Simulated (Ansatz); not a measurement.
System: C3H5 (charge 0, doublet). SMILES: C=[C]C
Geometry from a B3LYP-D3(BJ)/def2-TZVP (Ansatz, a quantum-chemistry and plane-wave program) optimisation:
```
C
C 1 1.3046
H 2 1.0851 1 122.58
H 2 1.0936 3 116.06 1 -180.00
C 1 1.4640 2 140.56 3 180.00
H 5 1.0927 1 111.28 2 120.10
H 5 1.0927 6 107.46 1 -122.05
H 5 1.0997 6 107.90 7 -116.11
```
Charge 0, spin multiplicity 2.

Quantity: atomisation energy, in kcal/mol. Terms: 6-311+G** with 5d; spin-orbit terms left out; atomisation electronic, to ground-state atoms; UHF or UKS for open shells; 6-31G* and kin with 6d, 5d where marked; LANL2DZ all-electron up to Ne; non-relativistic; no dispersion term unless named. Ab initio and DFT rows: single points at B3LYP-D3(BJ) geometries (Ansatz).

| level | program | atomisation energy (kcal/mol) |
|---|---|---|
| B3LYP/STO-3G | Ansatz | 872.9 |
| B3LYP/3-21G | Ansatz | 736.7 |
| B3LYP/LANL2DZ | Ansatz | 725.6 |
| B3LYP/6-31G | Ansatz | 734.2 |
| B3LYP/6-31G* | Ansatz | 745.4 |
| B3LYP/6-31+G* | Ansatz | 740.5 |
| B3LYP/6-31G** | Ansatz | 750.1 |
| B3LYP/def2-SVP | Ansatz | 750.1 |
| B3LYP/cc-pVDZ | Ansatz | 734.7 |
| B3LYP/6-311+G** | Ansatz | 742.4 |
| B3LYP/def2-TZVPD | Ansatz | 746.1 |

No value to compare with is used here. The 10 habitual levels span 725.6 (B3LYP/LANL2DZ) to 872.9 kcal/mol (B3LYP/STO-3G); B3LYP/def2-TZVPD gives 746.1.

The sets are all those run for this method; runs whose electronic state is in doubt are left out.
